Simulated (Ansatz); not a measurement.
A made-up structure of SiHS2, doublet:

S1  (-1.685, -0.488, 0.961)
Si2  (-0.007, 0.355, -1.857)
S3  (0.162, 0.011, 0.096)
H4  (1.331, 0.089, 0.785)
(Å)

It is relaxed with PBE-D4/def2-SVP and then PBE0-D4/def2-TZVP (Ansatz 0.2.0). Atoms count as bonded within 1.22 times the sum of their covalent radii (H–H: 0.88 Å). The end point is not checked to be a true minimum.

Does its bonding change? (Judge from chemistry; the calculation decides.)

Computed: No: no bond forms or breaks.

Where it ends: The first stage lowers the energy by 0.55 eV in 6 steps. It ends as SiHS₂ ([Si][SH][S]):
S1  (-1.517, -0.508, 1.224)
Si2  (0.247, 0.427, -1.991)
S3  (-0.051, -0.016, 0.036)
H4  (1.121, 0.065, 0.715)
(Å)

Labels in which every atom is bracketed show which atoms are joined, not bond orders.

For scale, one of the runs: PBE0-D4/def2-TZVP relaxation, 117 basis functions, launched by `ansatz run in.yaml --threads 2 --pin off --events-out ev --progress --plain --max-ram 4352MiB`. Hardware: 2 CPU threads of an Arm Neoverse V1, shared host. Wall time about 23 s.
